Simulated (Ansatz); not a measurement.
This Ansatz (a quantum-chemistry and plane-wave program) input (MP2/cc-pCVQZ) gives -499.13924 Eh with 283 basis functions. A basis named .json is the Basis Set Exchange file of that set (core-valence sets with the plain set on hydrogen).

Ansatz 0.2 input:
```yaml
crystal:
  periodic: [false, false, false]
  atoms:
    - {symbol: C, position_ang: [0.01220741, -0.07367186, -1.09843497]}
    - {symbol: Cl, position_ang: [-0.00676974, 0.02757824, 0.64005061]}
    - {symbol: H, position_ang: [-0.00895604, 1.00453448, -1.40635815]}
    - {symbol: H, position_ang: [0.96129142, -0.49472735, -1.43294956]}
    - {symbol: H, position_ang: [-0.91049423, -0.53660614, -1.45094277]}
basis:
  gaussian:
    orbitals: cc-pCVQZ.json
total_charge: 1
magnetization: {spin_polarized: true, initial_magnetization: 1}
correlation: {method: mp2, electrons: outside_noble_gas}
```

Change:
```diff
- orbitals: cc-pCVQZ.json
+ orbitals: cc-pwCVQZ.json
```

Q: What does the run give now?

A: -499.14065 Eh (MP2/cc-pwCVQZ, 283 functions), a change of -1.41 mEh.
